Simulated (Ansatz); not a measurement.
# A Morse fit to a bond in GeH$_{3}$, doublet, and a point to predict

Starting geometry (PBE0/def2-TZVP stationary point for this spin, which needn't be the lowest; state A'):

```yaml
atoms:
  - { symbol: Ge, position_ang: [0.0000, 0.0000, -0.0187] }
  - { symbol: H, position_ang: [1.4650, 0.0169, 0.4526] }
  - { symbol: H, position_ang: [-0.7483, 1.2611, 0.4484] }
  - { symbol: H, position_ang: [-0.7191, -1.2778, 0.4488] }
```

Atom H3 moves along the line of the distance Ge1-H3, all else staying in place. Energies are in eV from the starting point at each level.

Basis 6-31G (Cartesian d functions); Ansatz 0.2.0. Only valence electrons are correlated (noble-gas cores and the filled d shells of p-block atoms frozen). No spin–orbit coupling is included, and no scalar relativity.

Full CI is exact within this basis and frozen core; it isn't the basis-set limit.

```tsv
distance Ge1-H3 (Å)	full CI
1.227	1.434
1.402	0.243
1.539	0.000
1.657	0.050
1.855	0.408
2.152	?
2.505	1.951
2.793	2.411
3.364	2.762
4.097	2.781
5.281	2.780
```

A Morse curve E(r) = E0 + De (1 − exp(−a (r − re)))² is laid through the three points about the minimum (1.402, 1.539, 1.657 Å), with E0 + De set to the last point:

```json
{"level": "full CI", "re (Å)": "1.564", "a (1/Å)": "1.615", "E0 (eV)": "-0.005", "De (eV)": "2.785", "k = 2 De a² (eV/Å²)": "14.5"}
```

Problem. Use the full-CI fit to predict the withheld energy at 2.152 Å.

Solution. exp(−1.615 × (2.152 − 1.564)) = 0.3869; E = -0.005 + 2.785 × (1 − 0.3869)² = 1.042 eV. Full CI in 6-31G gives 1.152 eV, so the Morse form is 0.110 eV too low there (4.0 % of De). At the other points past the fit it misses by up to 0.34 eV (at 2.793 Å), so the curve isn't Morse-like throughout.

De here is the energy of pulling rigid fragments apart in this basis, without relaxation or zero-point terms. The set has no polarisation functions, so bonds come out too long and too weak, lengths by little and strengths by some 10 % for bonds to hydrogen.
